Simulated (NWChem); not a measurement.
# One shape, several levels: the pair C3H5···Cl−

We compute a comparison of 4 runs (UHF/STO-3G, UHF/3-21G, UB3LYP/6-31G*) of the pair C3H5···Cl−. 

The calculation is run with NWChem 7.3.0.

### 1 The system as given

C3H5Cl− has 9 atoms, charge -1, and is taken as a doublet. The coordinates come from a GFN2-xTB relaxation.

Bond lengths: C1–C2 1.523 Å, C2–C3 1.309 Å, C1–H5 1.093 Å, C1–H6 1.094 Å, C1–H7 1.090 Å, C2–H8 1.085 Å, C3–H9 1.079 Å. Angles: C1–C2–C3 126.2°, C1–C2–H8 113.4°, C3–C2–H8 120.4°, C2–C1–H5 110.6°, C2–C1–H6 110.7°, C2–C1–H7 110.6°, C2–C3–H9 126.2°, H5–C1–H6 107.9°, H5–C1–H7 108.5°, H6–C1–H7 108.5°. A long bond or contact: C3–Cl4 2.399 Å.

### 2 Energy and forces at UHF/STO-3G (run 1)

run.py

```python
from ase import Atoms
from ase.calculators.nwchem import NWChem

system = Atoms(['C', 'C', 'C', 'Cl', 'H', 'H', 'H', 'H', 'H'], positions=[
    [-0.047100, 1.263710, 0.112060],
    [-0.394790, -0.216660, 0.196830],
    [0.452140, -1.213810, 0.149520],
    [-0.181800, -3.206230, -1.026990],
    [-0.542890, 1.727380, -0.745090],
    [-0.373150, 1.790660, 1.014060],
    [1.028990, 1.398860, 0.003090],
    [-1.456990, -0.404190, 0.313210],
    [1.515590, -1.139720, -0.016690],
])

calc = NWChem(
    label='run',
    theory='scf',
    memory='2200 mb',
    basis='STO-3G',
    basispar='spherical bse',
    charge=-1,
    scf={'nopen': '1', 'uhf': None, 'thresh': '1e-08', 'maxiter': '80'},
)
system.calc = calc

forces = system.get_forces()
e = system.get_potential_energy()
print(f"E = {e:.6f} eV")
print("forces (eV/A):")
for s, f in zip(system.symbols, forces):
    print(f"{s:2s} {f[0]:10.5f} {f[1]:10.5f} {f[2]:10.5f}")
```

Launch:

```console
$ export ASE_NWCHEM_COMMAND="nwchem PREFIX.nwi > PREFIX.nwo"
$ python run.py
```

Standard output:

```text
E = -15496.819842 eV
forces (eV/A):
C     0.02417    0.15190   -0.06664
C    -1.39025    1.61758    0.33455
C     0.96545   -1.54477   -0.25053
Cl   -0.11380   -0.63630   -0.28735
H     0.15077    0.07168    0.19941
H     0.11575    0.03224   -0.24081
H    -0.18836    0.10871    0.01157
H     0.07682   -0.05194    0.08243
H     0.35939    0.25089    0.21731
```

The calculator wrote run.nwi:

```
title "run"

permanent_dir run

scratch_dir run

start run

geometry units angstrom nocenter noautosym noautoz
  C  -4.7100000000000003e-02 1.2637100000000001e+00 1.1206000000000001e-01
  C  -3.9478999999999997e-01 -2.1665999999999999e-01 1.9683000000000000e-01
  C  4.5213999999999999e-01 -1.2138100000000001e+00 1.4951999999999999e-01
  Cl -1.8179999999999999e-01 -3.2062300000000001e+00 -1.0269900000000001e+00
  H  -5.4288999999999998e-01 1.7273799999999999e+00 -7.4509000000000003e-01
  H  -3.7314999999999998e-01 1.7906599999999999e+00 1.0140600000000000e+00
  H  1.0289900000000001e+00 1.3988600000000000e+00 3.0899999999999999e-03
  H  -1.4569900000000000e+00 -4.0418999999999999e-01 3.1320999999999999e-01
  H  1.5155900000000000e+00 -1.1397200000000001e+00 -1.6690000000000000e-02
end

charge -1

memory 2200 mb

basis spherical bse noprint
   * library STO-3G
end

scf
  nopen 1
  uhf
  thresh 1e-08
  maxiter 80
end

task scf gradient
```

run.nwo (excerpt; [...] marks lines left out):

```text
[...]
      One electron energy =  -1049.185424474019
[... 1 line left out ...]
 Nuclear repulsion energy =    126.477010848905
[... 41 lines left out ...]
          Final beta eigenvalues
[... 197 lines left out ...]
                     UHF Final Beta Molecular Orbital Analysis
[...]
  wavefunction    =   UHF
                         UHF ENERGY GRADIENTS
    atom               coordinates                        gradient
                 x          y          z           x          y          z
   1 C      -0.089006   2.388066   0.211763   -0.000470  -0.002954   0.001296
   2 C      -0.746045  -0.409428   0.371955    0.027036  -0.031457  -0.006506
   3 C       0.854421  -2.293768   0.282552   -0.018775   0.030041   0.004872
[... 5 lines of this table left out ...]
   9 H       2.864050  -2.153759  -0.031540   -0.006989  -0.004879  -0.004226
[...]
```

It took 5.4 s on 1 thread of Intel Xeon Platinum 8252C at 3.80GHz (Skylake/Cascade Lake), shared host; peak memory 0.099 GiB.

### 3 Energy and gradient at UHF/3-21G (run 2)

struct.xyz

```xyz
9
C3H5Cl gradient
C     -0.047100     1.263710     0.112060
C     -0.394790    -0.216660     0.196830
C      0.452140    -1.213810     0.149520
Cl    -0.181800    -3.206230    -1.026990
H     -0.542890     1.727380    -0.745090
H     -0.373150     1.790660     1.014060
H      1.028990     1.398860     0.003090
H     -1.456990    -0.404190     0.313210
H      1.515590    -1.139720    -0.016690
```

run.py

```python
from ase.io import read
from ase.calculators.nwchem import NWChem

mol = read('struct.xyz')

calc = NWChem(
    label='struct',
    theory='scf',
    memory='2200 mb',
    basis='3-21G',
    basispar='spherical bse',
    charge=-1,
    scf={'nopen': '1', 'uhf': None, 'thresh': '1e-08', 'maxiter': '80'},
)
mol.calc = calc

forces = mol.get_forces()
e = mol.get_potential_energy()
print(f"E = {e:.6f} eV")
print("forces (eV/A):")
for s, f in zip(mol.symbols, forces):
    print(f"{s:2s} {f[0]:10.5f} {f[1]:10.5f} {f[2]:10.5f}")
```

Launch:

```console
$ export ASE_NWCHEM_COMMAND="nwchem PREFIX.nwi > PREFIX.nwo"
$ python run.py
```

Standard output:

```text
E = -15595.249990 eV
forces (eV/A):
C     0.10757    0.03193   -0.07868
C    -1.06665    0.98298    0.42104
C     1.14008    0.58631    0.31666
Cl   -0.35635   -1.41328   -0.76562
H     0.10855    0.00704    0.15931
H     0.08156   -0.02026   -0.18399
H    -0.16316    0.05656    0.00962
H     0.25824   -0.13725   -0.04247
H    -0.10984   -0.09405    0.16414
```

The calculator wrote struct.nwi:

```
title "struct"

permanent_dir struct

scratch_dir struct

start struct

geometry units angstrom nocenter noautosym noautoz
  C  -4.7100000000000003e-02 1.2637100000000001e+00 1.1206000000000001e-01
  C  -3.9478999999999997e-01 -2.1665999999999999e-01 1.9683000000000000e-01
  C  4.5213999999999999e-01 -1.2138100000000001e+00 1.4951999999999999e-01
  Cl -1.8179999999999999e-01 -3.2062300000000001e+00 -1.0269900000000001e+00
  H  -5.4288999999999998e-01 1.7273799999999999e+00 -7.4509000000000003e-01
  H  -3.7314999999999998e-01 1.7906599999999999e+00 1.0140600000000000e+00
  H  1.0289900000000001e+00 1.3988600000000000e+00 3.0899999999999999e-03
  H  -1.4569900000000000e+00 -4.0418999999999999e-01 3.1320999999999999e-01
  H  1.5155900000000000e+00 -1.1397200000000001e+00 -1.6690000000000000e-02
end

charge -1

memory 2200 mb

basis spherical bse noprint
   * library 3-21G
end

scf
  nopen 1
  uhf
  thresh 1e-08
  maxiter 80
end

task scf gradient
```

struct.nwo (excerpt; [...] marks lines left out):

```text
[...]
      One electron energy =  -1049.030868145639
[... 1 line left out ...]
 Nuclear repulsion energy =    126.477010848905
[... 43 lines left out ...]
          Final beta eigenvalues
[... 213 lines left out ...]
                     UHF Final Beta Molecular Orbital Analysis
[...]
  wavefunction    =   UHF
                         UHF ENERGY GRADIENTS
    atom               coordinates                        gradient
                 x          y          z           x          y          z
   1 C      -0.089006   2.388066   0.211763   -0.002092  -0.000621   0.001530
   2 C      -0.746045  -0.409428   0.371955    0.020743  -0.019116  -0.008188
   3 C       0.854421  -2.293768   0.282552   -0.022171  -0.011402  -0.006158
[... 5 lines of this table left out ...]
   9 H       2.864050  -2.153759  -0.031540    0.002136   0.001829  -0.003192
[...]
```

Run time: 5.1 s. Hardware: 1 thread of Intel Xeon Platinum 8252C at 3.80GHz (Skylake/Cascade Lake), shared host; peak memory 0.099 GiB.

Run 3 isn't shown in full; the table further down has it.

### 4 Energy and forces at UB3LYP/6-31G(d) (Cartesian functions) (run 4)

mol.nw

```
start mol
memory stack 880 mb heap 220 mb global 1100 mb
charge -1
geometry units angstroms noautosym nocenter noautoz
 C    -0.047100    1.263710    0.112060
 C    -0.394790   -0.216660    0.196830
 C     0.452140   -1.213810    0.149520
 Cl   -0.181800   -3.206230   -1.026990
 H    -0.542890    1.727380   -0.745090
 H    -0.373150    1.790660    1.014060
 H     1.028990    1.398860    0.003090
 H    -1.456990   -0.404190    0.313210
 H     1.515590   -1.139720   -0.016690
end
basis cartesian
 * library 6-31G*
end
dft
 xc b3lyp
 mult 2
 grid xfine
 convergence energy 1e-08
 maxiter 100
 mulliken
end
task dft gradient
```

Launch:

```console
$ nwchem mol.nw > mol.out
```

Standard output:

```text
[...]
          Wavefunction type:  spin polarized.
          No. of atoms     :     9
          No. of electrons :    41
[...]
          Charge           :    -1
          Spin multiplicity:     2
[...]
          AO basis - number of functions:    74
[...]
              XC Information
              --------------
                         B3LYP Method XC Potential
                     Hartree-Fock (Exact) Exchange  0.200
                        Slater Exchange Functional  0.800 local
                    Becke 1988 Exchange Functional  0.720 non-local
              Lee-Yang-Parr Correlation Functional  0.810
                  VWN I RPA Correlation Functional  0.190 local
[...]
 d= 0,ls=0.0,diis     1   -577.3748201562 -7.04D+02  1.11D-02  1.89D-01     4.8
[...]
 d= 0,ls=0.0,diis    13   -577.4719264355 -3.73D-09  8.70D-07  6.41D-10    58.2
[...]
         Total DFT energy =     -577.471926435532
      One electron energy =    -1052.577350639112
           Coulomb energy =      395.229586996458
    Exchange-Corr. energy =      -46.601173641783
 Nuclear repulsion energy =      126.477010848905
[...]
      Total Density - Mulliken Population Analysis
     ---------------------------------------------
    Atom       Charge   Shell Charges
 -----------   ------   -------------------------------------------------------
    1 C    6     6.46   1.99  0.68  2.11  0.62  1.02  0.03
    2 C    6     6.12   1.99  0.70  2.07  0.49  0.86  0.01
    3 C    6     6.16   1.99  0.72  1.90  0.65  0.90 -0.01
    4 Cl  17    17.71   2.00  1.99  5.97  1.44  3.52  0.63  2.22 -0.06
    5 H    1     0.89   0.53  0.36
    6 H    1     0.90   0.53  0.37
    7 H    1     0.89   0.53  0.36
    8 H    1     0.93   0.54  0.39
    9 H    1     0.94   0.53  0.41
[...]
      <S2> =      0.7552 (Exact =     0.7500)
[...]
  wavefunction    = open shell
                         DFT ENERGY GRADIENTS
    atom               coordinates                        gradient
                 x          y          z           x          y          z
   1 C      -0.089006   2.388066   0.211763    0.002245   0.011445  -0.000427
   2 C      -0.746045  -0.409428   0.371955    0.004543  -0.023757  -0.003565
   3 C       0.854421  -2.293768   0.282552   -0.006136   0.013199  -0.004278
   4 Cl     -0.343552  -6.058896  -1.940730    0.002168   0.011755   0.006521
   5 H      -1.025913   3.264275  -1.408016    0.001980  -0.006207   0.003856
   6 H      -0.705151   3.383857   1.916296    0.000960  -0.005626  -0.002804
   7 H       1.944509   2.643462   0.005839   -0.004404  -0.002055   0.000624
   8 H      -2.753312  -0.763808   0.591881    0.007380   0.003234  -0.000649
   9 H       2.864050  -2.153759  -0.031540   -0.008737  -0.001987   0.000722
[...]
```

Run time: 66 s. Hardware: 1 thread of Intel Xeon Platinum 8252C at 3.80GHz (Skylake/Cascade Lake), shared host; peak memory 0.15 GiB.

### 5 All runs side by side

```tsv
run	level	iteration cap	module	energy (Eh)	HOMO energy (eV)	LUMO energy (eV)	⟨S²⟩	wall time
1	UHF/STO-3G	80	scf	-569.497630	1.48	14.43	1.022	5.4 s
2	UHF/3-21G	80	scf	-573.114871	-2.15	9.67	0.914	5.1 s
3	UB3LYP/6-31G* (spherical functions)	100	dft	-577.465983	–	–	0.755	61 s
4	UB3LYP/6-31G* (Cartesian functions)	100	dft	-577.471926	1.24	4.46	0.755	66 s
```

### 6 What came out

| quantity | value |
| --- | --- |
| run 4: total energy | -577.47193 Eh |
| run 4: HOMO energy (highest over α and β) | 1.24 eV |
| run 4: LUMO energy (lowest over α and β) | 4.46 eV |
| run 4: ⟨S²⟩ | 0.755 |
| run 4: largest force on an atom | 1.257 eV/Å |

What this shows: In runs 1, 4 the HOMO lies above zero, so the outermost electron may be held by the basis alone. In run 1 the basis is minimal, so the values are rough. Spin contamination of the reference: run 1 ⟨S²⟩ = 1.02, run 2 ⟨S²⟩ = 0.91. All runs together took 2.3 min, the longest 66 s.
